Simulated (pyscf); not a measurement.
H₂N–Al(NH₂)–NH–Al(NH₂)–NH₂ + water (H₂O) -> ammonia (NH₃) + H₂N–Al(NH₂)–NH–Al(NH₂)–OH, a four-centre exchange (singlet surface; Al–N, H–O broken, H–N, Al–O formed). PySCF, gas phase, ωB97X-D3(BJ)/def2-SVP geometries. Energies in kJ/mol from the separated reactants.

Small-basis levels: PySCF, no dispersion term, spherical d functions. 

**Question.** In single points MP2/6-31G* puts the saddle at -77.6 kJ/mol and the reaction energy at -64.5 kJ/mol. Should these be trusted to within a few kcal/mol? Compare with ωB97M-D3(BJ)/def2-TZVP.

**Answer.** ωB97M-D3(BJ)/def2-TZVP gives ΔE‡ = -53.7 kJ/mol and ΔE = -54.6 kJ/mol. MP2/6-31G* lies 23.9 kJ/mol under it in the barrier and 9.9 kJ/mol under it in the reaction energy, so on this step it does not hold to within 12.6 kJ/mol. ωB97M-D3(BJ)/def2-TZVP has limits of its own. On the reactant side the descent ends in an adduct with a Al–O contact, 63.6 kJ/mol under the separated species and 6.9 kJ/mol under the saddle at ωB97X-D3(BJ)/def2-TZVP. On the product side the descent ends in an adduct with a Al–N contact (not fully relaxed), 125.7 kJ/mol under the separated species and 121.9 kJ/mol under the saddle at ωB97X-D3(BJ)/def2-TZVP. At ωB97M-D3(BJ) the saddle lies under the separated reactants, which points to a path from their complex (located at ωB97X-D3(BJ) alone). What is counted as formed (Al–O) is already present as a longer contact in the reactant adduct; forming that adduct is a step of its own. What is counted as broken (Al–N) persists as a longer contact in the product adduct; parting that adduct is a step of its own. One saddle was located; it need not be the lowest between these sides.
